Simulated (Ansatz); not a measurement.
**Several solutions for singlet SO**

```yaml
atoms:
  - { symbol: S, position_ang: [0.0000, 0.0000, 0.0000] }
  - { symbol: O, position_ang: [0.0000, 0.0000, 2.9800] }
```

Basis set: 6-31G (spherical functions). Charge 0, multiplicity 1.

UHF was run from several starts with Ansatz (development build ahead of 0.2.0).

```
run  program                        start  converged  energy (hartree)  <S²>
  A   Ansatz      stability test followed        yes        -472.18193  1.97
  B   Ansatz      atomic start, no search        yes        -472.05248  0.00
  C   Ansatz  search for the lowest state        yes        -472.25128  1.99
```

Q: Which runs reached the lowest solution of this kind, and what is wrong with the others?

A: C reached the lowest solution found. Converged but too high: A by 1.89 eV, B by 5.41 eV. Convergence only shows a stationary point, and even a stable one can lie too high; stability tests and further starts are what find lower ones. Caution: another spin multiplicity may lie lower. Caution: the unrestricted determinant is a mixture of spin states.
